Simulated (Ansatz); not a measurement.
```yaml
crystal:
  periodic: [false, false, false]
  atoms:
    - {symbol: C, position_ang: [-0.508441, 0.882483, -0.524109]}
    - {symbol: C, position_ang: [-0.102700, -0.373042, -0.114598]}
    - {symbol: C, position_ang: [0.852276, -0.401810, 0.877919]}
    - {symbol: N, position_ang: [-0.504783, -1.381117, -0.542023]}
    - {symbol: H, position_ang: [-1.208561, 0.829274, -1.241086]}
    - {symbol: H, position_ang: [-0.879453, 1.403358, 0.253221]}
    - {symbol: H, position_ang: [0.275222, 1.407742, -0.875180]}
    - {symbol: H, position_ang: [1.087638, -1.348664, 1.102779]}
    - {symbol: H, position_ang: [0.515805, 0.064346, 1.704454]}
    - {symbol: H, position_ang: [1.681171, 0.089069, 0.585516]}
    - {symbol: H, position_ang: [-1.148006, -1.224171, -1.207945]}
basis:
  gaussian: {orbitals: pcseg-2}
magnetization: {spin_polarized: true, initial_magnetization: 1}
hamiltonian: {xc: {name: HF}}
correlation: {method: rpa, electrons: outside_noble_gas}
```

```sh
$ ansatz run in.yaml --threads 2 --pin off --events-out ev --progress --plain --max-ram 4352MiB
```

It prints (some lines left out):

```
Error: a molecule whose nuclei and cores have a total charge of 32 cannot have a net charge of 0 together with 1 unpaired electrons
```

Problem. Something in this input is off. What?

Solution. The number of unpaired electrons doesn't fit the electron count. The program refused the input.
